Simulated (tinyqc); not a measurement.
CCD on RHF in the sto-3g basis, for H2O, spin multiplicity 1, step by step. One step of it, computed by the program tinyqc.

Task: CCD: starting amplitudes. t_ij^ab = <ij||ab> / (e_i + e_j - e_a - e_b), whose energy is MP2.

orbital energies (hartree): MO1 -20.254109, MO2 -1.294596, MO3 -0.601230, MO4 -0.486501, MO5 -0.400851, MO6 0.636508, MO7 0.734255

Two-electron integrals over orbitals (pq|rs), unique and non-zero (hartree):
```
p,q,r,s,(pq|rs)
1,1,1,1,4.744433
2,1,1,1,-0.412509
2,1,2,1,0.057249
2,2,1,1,1.001259
2,2,2,1,-0.011958
2,2,2,2,0.735658
3,1,1,1,-0.010541
3,1,2,1,0.001181
3,1,2,2,-0.001231
3,1,3,1,0.011800
3,2,1,1,0.003707
3,2,2,1,-0.000642
3,2,2,2,-0.005309
3,2,3,1,0.018484
3,2,3,2,0.144441
3,3,1,1,0.819645
3,3,2,1,-0.004470
3,3,2,2,0.657224
3,3,3,1,0.000429
3,3,3,2,0.002110
3,3,3,3,0.645345
4,1,1,1,0.201317
4,1,2,1,-0.024324
4,1,2,2,0.017692
4,1,3,1,-0.000867
4,1,3,2,-0.000013
4,1,3,3,0.007079
4,1,4,1,0.028631
4,2,1,1,-0.135737
4,2,2,1,0.009960
4,2,2,2,0.009553
4,2,3,1,0.000074
4,2,3,2,-0.000187
4,2,3,3,0.005074
4,2,4,1,0.016599
4,2,4,2,0.120005
4,3,1,1,-0.011009
4,3,2,1,0.000519
4,3,2,2,-0.002932
4,3,3,1,-0.004525
4,3,3,2,0.014690
4,3,3,3,-0.002365
4,3,4,1,0.000594
4,3,4,2,0.005083
4,3,4,3,0.048819
4,4,1,1,0.989039
4,4,2,1,-0.014051
4,4,2,2,0.666389
4,4,3,1,-1.91e-06
4,4,3,2,0.003924
4,4,3,3,0.604434
4,4,4,1,-0.010742
4,4,4,2,-0.102425
4,4,4,3,-0.005970
4,4,4,4,0.774885
5,1,5,1,0.026047
5,2,5,1,0.032151
5,2,5,2,0.142347
5,3,5,1,0.000803
5,3,5,2,0.002648
5,3,5,3,0.029942
5,4,5,1,-0.014782
5,4,5,2,-0.050963
5,4,5,3,-0.001724
5,4,5,4,0.058629
5,5,1,1,1.115336
5,5,2,1,-0.011557
5,5,2,2,0.745722
5,5,3,1,-0.000292
5,5,3,2,0.001804
5,5,3,3,0.639501
5,5,4,1,0.005638
5,5,4,2,-0.072603
5,5,4,3,-0.006133
5,5,4,4,0.724347
5,5,5,5,0.880159
6,1,1,1,0.226621
6,1,2,1,-0.034520
6,1,2,2,-0.001488
6,1,3,1,-0.003235
6,1,3,2,-0.003563
6,1,3,3,-0.000924
6,1,4,1,0.000848
6,1,4,2,-0.020683
6,1,4,3,0.000218
6,1,4,4,0.020411
6,1,5,5,0.005849
6,1,6,1,0.031963
6,2,1,1,-0.305163
6,2,2,1,0.005809
6,2,2,2,-0.143914
6,2,3,1,-0.001986
6,2,3,2,-0.008031
6,2,3,3,-0.083394
6,2,4,1,-0.018858
6,2,4,2,-0.017066
6,2,4,3,0.007346
6,2,4,4,-0.079885
6,2,5,5,-0.156203
6,2,6,1,0.009029
6,2,6,2,0.103291
6,3,1,1,-0.066504
6,3,2,1,0.001457
6,3,2,2,-0.025883
6,3,3,1,-0.003963
6,3,3,2,0.027703
6,3,3,3,-0.018254
6,3,4,1,-0.000176
6,3,4,2,0.014936
6,3,4,3,0.025443
6,3,4,4,-0.025855
6,3,5,5,-0.035490
6,3,6,1,-0.000307
6,3,6,2,0.020253
6,3,6,3,0.064062
6,4,1,1,-0.222959
6,4,2,1,0.002694
6,4,2,2,-0.089809
6,4,3,1,0.001901
6,4,3,2,0.014635
6,4,3,3,-0.045298
6,4,4,1,-0.000025
6,4,4,2,0.044981
6,4,4,3,0.004079
6,4,4,4,-0.125856
6,4,5,5,-0.118058
6,4,6,1,-0.002784
6,4,6,2,0.054802
6,4,6,3,0.024141
6,4,6,4,0.076714
6,5,5,1,-0.014925
6,5,5,2,-0.056055
6,5,5,3,-0.005278
6,5,5,4,0.002069
6,5,6,5,0.038081
6,6,1,1,0.833162
6,6,2,1,-0.007032
6,6,2,2,0.630375
6,6,3,1,0.002593
6,6,3,2,0.032515
6,6,3,3,0.582946
6,6,4,1,0.020966
6,6,4,2,0.053385
6,6,4,3,0.016792
6,6,4,4,0.561916
6,6,5,5,0.602556
6,6,6,1,-0.009747
6,6,6,2,-0.101236
6,6,6,3,0.010561
6,6,6,4,-0.038618
6,6,6,6,0.623677
7,1,1,1,0.047793
7,1,2,1,-0.007460
7,1,2,2,-0.000855
7,1,3,1,0.014946
7,1,3,2,0.022129
7,1,3,3,0.000764
7,1,4,1,0.000773
7,1,4,2,-0.003440
7,1,4,3,-0.006112
7,1,4,4,0.003774
7,1,5,5,0.001204
7,1,6,1,0.002730
7,1,6,2,-0.001629
7,1,6,3,-0.004769
7,1,6,4,0.001898
7,1,6,6,0.002338
7,1,7,1,0.020594
7,2,1,1,-0.066262
7,2,2,1,0.001193
7,2,2,2,-0.030251
7,2,3,1,0.013366
7,2,3,2,0.033621
7,2,3,3,-0.014546
7,2,4,1,-0.003268
7,2,4,2,0.000143
7,2,4,3,-0.037700
7,2,4,4,-0.020268
7,2,5,5,-0.033354
7,2,6,1,-0.001709
7,2,6,2,0.009709
7,2,6,3,-0.032577
7,2,6,4,0.013583
7,2,6,6,-0.025425
7,2,7,1,0.016334
7,2,7,2,0.062208
7,3,1,1,0.348880
7,3,2,1,-0.007540
7,3,2,2,0.122243
7,3,3,1,-0.000391
7,3,3,2,0.009984
7,3,3,3,0.088241
7,3,4,1,-0.001052
7,3,4,2,-0.082495
7,3,4,3,-0.000574
7,3,4,4,0.150112
7,3,5,5,0.181023
7,3,6,1,0.007431
7,3,6,2,-0.071664
7,3,6,3,-0.017219
7,3,6,4,-0.079781
7,3,6,6,0.041702
7,3,7,1,0.001115
7,3,7,2,-0.022289
7,3,7,3,0.152490
7,4,1,1,-0.030433
7,4,2,1,0.000404
7,4,2,2,-0.009716
7,4,3,1,-0.010442
7,4,3,2,-0.080243
7,4,3,3,-0.008355
7,4,4,1,-0.000381
7,4,4,2,0.003596
7,4,4,3,0.003815
7,4,4,4,-0.018257
7,4,5,5,-0.015579
7,4,6,1,0.002375
7,4,6,2,0.011877
7,4,6,3,-0.036522
7,4,6,4,-0.003663
7,4,6,6,-0.027743
7,4,7,1,-0.013125
7,4,7,2,-0.011472
7,4,7,3,-0.019609
7,4,7,4,0.072243
7,5,5,1,-0.003139
7,5,5,2,-0.011853
7,5,5,3,0.022703
7,5,5,4,0.001482
7,5,6,5,0.003075
7,5,7,5,0.023640
7,6,1,1,0.000235
7,6,2,1,0.000330
7,6,2,2,0.005670
7,6,3,1,-0.008284
7,6,3,2,-0.087084
7,6,3,3,-0.006160
7,6,4,1,0.003063
7,6,4,2,0.009926
7,6,4,3,-0.041733
7,6,4,4,-0.009635
7,6,5,5,-0.001264
7,6,6,1,-0.000645
7,6,6,2,-0.008822
7,6,6,3,-0.047326
7,6,6,4,-0.013499
7,6,6,6,-0.029796
7,6,7,1,-0.010351
7,6,7,2,0.013462
7,6,7,3,-0.016694
7,6,7,4,0.052943
7,6,7,6,0.096447
7,7,1,1,0.848772
7,7,2,1,-0.008499
7,7,2,2,0.625385
7,7,3,1,-0.003802
7,7,3,2,-0.036243
7,7,3,3,0.614326
7,7,4,1,0.005375
7,7,4,2,-0.005003
7,7,4,3,-0.017169
7,7,4,4,0.599447
7,7,5,5,0.617314
7,7,6,1,0.004370
7,7,6,2,-0.067213
7,7,6,3,-0.034079
7,7,6,4,-0.041350
7,7,6,6,0.562876
7,7,7,1,-0.003512
7,7,7,2,-0.009049
7,7,7,3,0.070592
7,7,7,4,0.017504
7,7,7,6,0.030607
7,7,7,7,0.629826
```

Give: Starting amplitudes; correlation energy.

Result:

Starting amplitudes (spin orbitals 1a, 1b, ...; amplitudes related by a flip of all spins are not repeated; the 24 largest):
```
from,to,t
3a 3b,7a 7b,-0.0571
4a 4b,6a 6b,-0.0342
3a 4b,6b 7a,-0.0325
4a 4b,7a 7b,-0.0296
2a 2b,6a 6b,-0.0267
3a 3b,6a 6b,-0.0259
2a 3b,6a 7b,0.0219
5a 5b,6a 6b,-0.0184
2a 4b,6a 6b,-0.0179
3a 4a,6a 7a,-0.0176
2a 2b,7a 7b,-0.0153
3a 4b,6a 7b,0.0149
2a 3a,6a 7a,0.0120
5a 5b,7a 7b,-0.0104
3a 4b,6a 6b,-0.0102
2a 3b,6b 7a,-0.0100
3a 4b,7a 7b,0.0077
3a 3b,6a 7b,0.0067
2a 3b,7a 7b,0.0066
2a 3b,6a 6b,-0.0064
2a 4b,6b 7a,0.0043
2a 4b,6a 7b,-0.0038
2a 4b,7a 7b,0.0035
2a 2b,6a 7b,-0.0025
```

correlation energy = -0.036304 hartree
